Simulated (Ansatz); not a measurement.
Geometry optimisation, RKS PBE/def2-SVP in Ansatz 0.2.0.

Input file:

```yaml
crystal:
  periodic: [false, false, false]
  atoms:
    - { symbol: "N", position_ang: [-1.11551, 0.51211, -0.50692] }
    - { symbol: C, position_ang: [-0.00089, -0.00103, 0.00086] }
    - { symbol: "N", position_ang: [0.51221, -1.11334, -0.5123] }
    - { symbol: "N", position_ang: [0.6023, 0.59966, 1.02028] }
    - { symbol: H, position_ang: [-1.58962, 0.07568, -1.28056] }
    - { symbol: H, position_ang: [-1.52106, 1.35602, -0.13645] }
    - { symbol: H, position_ang: [1.35628, -1.51984, -0.1434] }
    - { symbol: H, position_ang: [0.07237, -1.58605, -1.28488] }
    - { symbol: H, position_ang: [1.4497, 0.23104, 1.41992] }
    - { symbol: H, position_ang: [0.23423, 1.44575, 1.42346] }
total_charge: 1
basis:
  gaussian: { orbitals: def2-SVP }
hamiltonian:
  xc: pbe
relax:
  f_tol: 0.015
  max_steps: 40
```

Command:

```bash
$ ansatz run input.yaml --threads 1 --pin off --max-ram 2048MiB --backend cpu --events-out ev --progress --plain --runs-dir out
```

Where does it end, and by what steps?

The forces met the threshold. Limits of this set-up: the dipole of an ion depends on the origin. After 2 steps the energy has fallen by 0.043 eV; H7 moved furthest, 0.03 Å.

```tsv
step	energy less start (eV)	largest force component (eV/Å)	accepted
0	0.0000	0.511	yes
1	-0.0407	0.123	yes
2	-0.0433	0.011	yes
```

```xyz
10
Properties=species:S:1:pos:R:3
N -1.127 0.518 -0.513
C -0.001 -0.001 0.001
N 0.518 -1.125 -0.518
N 0.609 0.607 1.031
H -1.609 0.077 -1.296
H -1.540 1.372 -0.138
H 1.372 -1.539 -0.146
H 0.074 -1.606 -1.300
H 1.467 0.234 1.438
H 0.237 1.463 1.441
```

Run time: 8.4 s on 1 thread of Arm Neoverse V2 (shared host), peak memory 0.15 GiB.
